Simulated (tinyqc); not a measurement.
Inside a calculation. Method: extended Hueckel theory, for H3S+. The parameters take no account of the charge, which enters only through the electron count. Computed by tinyqc, a small Python program that keeps every step (integrals from PySCF). Settings: charge = 1, K = 1.75, multiplicity = 1. Command: `OMP_NUM_THREADS=1 python tinyqc.py 29988 29989 out.jsonl` (the two numbers bound the seeds that draw the settings). One thread of a shared host (Intel(R) Xeon(R) Processor @ 2.60GHz), about 0.01 s of CPU time with the checks.

## Overlaps

Geometry (angstrom):
```
atom          x          y         z
S      0.000000   0.000000  0.329000
H      1.253000   0.000000  0.000000
H     -0.627000   1.086000  0.000000
H     -0.627000  -1.086000  0.000000
```

Parameters chosen for this run:
```
element  shell  Slater exponent   H_ii (eV)
S           3s         2.122000  -20.000000
S           3p         1.827000  -13.300000
H           1s         1.300000  -13.600000
```

Slater orbitals, each expanded in six Gaussians scaled to its exponent.

overlap S, order 1S 3s, 1S 3px, 1S 3py, 1S 3pz, 2H 1s, 3H 1s, 4H 1s:
$$\begin{pmatrix}
1.000000 & 0.000000 & 0.000000 & 0.000000 & 0.394899 & 0.394405 & 0.394405 \\
0.000000 & 1.000000 & 0.000000 & 0.000000 & 0.482369 & -0.241020 & -0.241020 \\
0.000000 & 0.000000 & 1.000000 & 0.000000 & 0.000000 & 0.417460 & -0.417460 \\
0.000000 & 0.000000 & 0.000000 & 1.000000 & -0.126656 & -0.126468 & -0.126468 \\
0.394899 & 0.482369 & 0.000000 & -0.126656 & 1.000000 & 0.076321 & 0.076321 \\
0.394405 & -0.241020 & 0.417460 & -0.126468 & 0.076321 & 1.000000 & 0.076205 \\
0.394405 & -0.241020 & -0.417460 & -0.126468 & 0.076321 & 0.076205 & 1.000000
\end{pmatrix}$$

## Wolfsberg-Helmholz matrix

diagonal H_ii (eV): 1S 3s -20.000000, 1S 3px -13.300000, 1S 3py -13.300000, 1S 3pz -13.300000, 2H 1s -13.600000, 3H 1s -13.600000, 4H 1s -13.600000

K = 1.750000

H_ij = K' S_ij (H_ii + H_jj)/2 for i != j (the diagonal keeps H_ii), with K' = 1.75.

H (eV), order 1S 3s, 1S 3px, 1S 3py, 1S 3pz, 2H 1s, 3H 1s, 4H 1s:
$$\begin{pmatrix}
-20.000000 & 0.000000 & 0.000000 & 0.000000 & -11.610041 & -11.595510 & -11.595510 \\
0.000000 & -13.300000 & 0.000000 & 0.000000 & -11.353757 & 5.673003 & 5.673003 \\
0.000000 & 0.000000 & -13.300000 & 0.000000 & 0.000000 & -9.825967 & 9.825967 \\
0.000000 & 0.000000 & 0.000000 & -13.300000 & 2.981154 & 2.976743 & 2.976743 \\
-11.610041 & -11.353757 & 0.000000 & 2.981154 & -13.600000 & -1.816447 & -1.816447 \\
-11.595510 & 5.673003 & -9.825967 & 2.976743 & -1.816447 & -13.600000 & -1.813678 \\
-11.595510 & 5.673003 & 9.825967 & 2.976743 & -1.816447 & -1.813678 & -13.600000
\end{pmatrix}$$

## Orbitals

valence electrons = 8

Solve H C = S C e through S^(-1/2); fill by pairs from the bottom, a degenerate level sharing its electrons equally; each orbital has its largest coefficient positive (the first on a tie).

orbital energies (eV): [-22.527473, -17.034293, -17.033506, -13.585888, 3.708847, 3.734346, 6.755595]

occupations: [2.000000, 2.000000, 2.000000, 2.000000, 0.000000, 0.000000, 0.000000]

coefficients, order 1S 3s, 1S 3px, 1S 3py, 1S 3pz, 2H 1s, 3H 1s, 4H 1s:
$$\begin{pmatrix}
0.694628 & -0.000192 & 0.000000 & 0.211900 & 0.000000 & -0.008592 & 1.097806 \\
0.000022 & 0.575298 & 0.000000 & 0.000036 & 0.000000 & 1.129550 & 0.009852 \\
0.000000 & 0.000000 & 0.575300 & 0.000000 & 1.129130 & 0.000000 & 0.000000 \\
-0.008967 & -0.000049 & 0.000000 & 0.959381 & 0.000000 & 0.003115 & -0.393500 \\
0.215991 & 0.456518 & 0.000000 & -0.072572 & 0.000000 & -0.969710 & -0.695010 \\
0.215724 & -0.228487 & 0.395536 & -0.072624 & -0.844239 & 0.493265 & -0.681953 \\
0.215724 & -0.228487 & -0.395536 & -0.072624 & 0.844239 & 0.493265 & -0.681953
\end{pmatrix}$$

sum of one-electron energies = -140.362320 eV

## Mulliken analysis

P = C n C^T; charge = valence electrons (S 6, H 1) minus the sum of (P S)_ii on the atom; overlap population = 2 sum P_ij S_ij between two atoms.

charges: 1S 0.647418, 2H 0.117567, 3H 0.117507, 4H 0.117507

Overlap populations:
```
pair      value
2-1    0.755578
3-1    0.755113
3-2   -0.016010
4-1    0.755113
4-2   -0.016010
4-3   -0.015982
```
